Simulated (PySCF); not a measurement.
# `NC[C@@H]1C[C@H]1F`, C4H8FN

Molfile (atoms numbered from 1):
```
C4H8FN
     RDKit          3D

 14 14  0  0  0  0  0  0  0  0999 V2000
    1.9629    0.1301    0.9498 N   0  0  0  0  0  0  0  0  0  0  0  0
    0.9258   -0.7101    0.3791 C   0  0  0  0  0  0  0  0  0  0  0  0
   -0.0316    0.0226   -0.5454 C   0  0  2  0  0  0  0  0  0  0  0  0
   -1.1543    0.8469    0.0317 C   0  0  0  0  0  0  0  0  0  0  0  0
   -1.4476   -0.4310   -0.6834 C   0  0  1  0  0  0  0  0  0  0  0  0
   -2.0307   -0.3581   -1.9152 F   0  0  0  0  0  0  0  0  0  0  0  0
    1.5451    0.8978    1.4656 H   0  0  0  0  0  0  0  0  0  0  0  0
    2.5362    0.5309    0.2149 H   0  0  0  0  0  0  0  0  0  0  0  0
    1.4182   -1.5194   -0.1678 H   0  0  0  0  0  0  0  0  0  0  0  0
    0.3654   -1.1512    1.2082 H   0  0  0  0  0  0  0  0  0  0  0  0
    0.4295    0.4113   -1.4464 H   0  0  0  0  0  0  0  0  0  0  0  0
   -1.2893    0.8627    1.1027 H   0  0  0  0  0  0  0  0  0  0  0  0
   -1.4181    1.7682   -0.4642 H   0  0  0  0  0  0  0  0  0  0  0  0
   -1.8123   -1.3010   -0.1518 H   0  0  0  0  0  0  0  0  0  0  0  0
  1  2  1  0
  2  3  1  0
  3  4  1  0
  4  5  1  0
  5  6  1  0
  5  3  1  0
  1  7  1  0
  1  8  1  0
  2  9  1  0
  2 10  1  0
  3 11  1  6
  4 12  1  0
  4 13  1  0
  5 14  1  1
M  END
```

Method: TDDFT CAM-B3LYP/def2-SVPD circular dichroism and optical rotation, one conformer, gas phase in PySCF 2.14.0. Geometry: GFN2-xTB.

The molecule is flexible and this is one conformer; a measurement averages over conformers. States above about 8.5 eV (minus the energy of the highest occupied orbital) lie near or above the ionisation threshold and depend on the basis.

Stereocentres: C3 S, C5 R.

(1) Give the optical rotatory dispersion at 633, 589.3, 546, 436, 405, 365, 355 nm.

(2) And for the mirror image at 589.3 nm?

(3) What is the molar rotation [Φ] = [α]·M/100 of the geometry above at 589.3 nm?

## Answers

(1) [α] in deg dm⁻¹ (g/mL)⁻¹:
| λ (nm) | origin-invariant length gauge | modified velocity gauge | length gauge (centre of mass) | isotropic polarisability (au) |
| --- | --- | --- | --- | --- |
| 633 | -111.9 | -107.2 | -113.2 | 56.9 |
| 589.3 | -130.0 | -124.4 | -131.5 | 57.1 |
| 546 | -152.7 | -146.0 | -154.5 | 57.3 |
| 436 | -246.8 | -234.6 | -249.8 | 58.2 |
| 405 | -289.4 | -274.3 | -292.9 | 58.5 |
| 365 | -362.5 | -341.4 | -366.9 | 59.2 |
| 355 | -384.8 | -361.7 | -389.5 | 59.4 |

(2) +130.0 deg dm⁻¹ (g/mL)⁻¹ (origin-invariant length gauge): the same size and the opposite sign.

(3) With M = 89.11 g/mol, -115.8 deg cm² dmol⁻¹ (origin-invariant length gauge).

The first excitation lies at 6.41 eV (193 nm) with R = +14.6 × 10⁻⁴⁰ esu² cm² (velocity form).
